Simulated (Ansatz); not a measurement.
## C3H5FO: which of these isomers lies lowest?

2 of its isomers, all singlets with charge 0: A = `CC1OC1F`; B = `CC1(F)CO1`.

Shapes, held fixed at every level: PBE0-D4/def2-TZVP. Programs: Ansatz 0.2.0.

Electronic energies in kJ/mol, without zero-point or thermal terms.

```json
{"level": "PBE-D4/def2-TZVPP", "kind": "GGA", "B − A": "-5.6"}
{"level": "B3LYP-D4/def2-TZVPP", "kind": "global hybrid", "B − A": "-6.8"}
{"level": "BHLYP-D4/def2-TZVPP", "kind": "global hybrid", "B − A": "-7.8"}
{"level": "MP2/def2-SVP", "kind": "perturbation theory", "B − A": "-7.8"}
{"level": "CCSD(T)/def2-SVP", "kind": "coupled cluster or CI", "B − A": "-8.0"}
{"level": "CCSD(T)/def2-TZVPP", "kind": "coupled cluster or CI", "B − A": "-7.5"}
{"level": "CCSD(T)/CBS estimate", "kind": "coupled cluster or CI", "B − A": "-7.8"}
```

The highest level, CCSD(T)/CBS estimate, puts B lowest of these. All levels agree on that. The B − A difference spans -8.0 to -5.6 kJ/mol over the levels. The CBS estimate extrapolates MP2 from def2-TZVPP and def2-QZVPP and adds CCSD(T) − MP2 in the triple-zeta set, cores frozen.
